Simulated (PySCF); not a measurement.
B3LYP has the VWN-RPA correlation part, as in Gaussian. 

Cartesian coordinates (Å):
SMILES: [CH3]
```xyz
4

C      0.0000     0.0000     0.0000
H      1.0678    -0.1555    -0.0017
H     -0.6685    -0.8470     0.0017
H     -0.3992     1.0025     0.0001
```
Charge 0, spin multiplicity 2.

### Question
Estimate the dipole moment, total energy and highest occupied spin orbital that PySCF with B3LYP-D3(BJ)/def2-TZVP returns for this input.

### Answer

- dipole moment: 0.00 D
- total energy: -39.8602 Ha
- highest occupied spin orbital: -6.45 eV
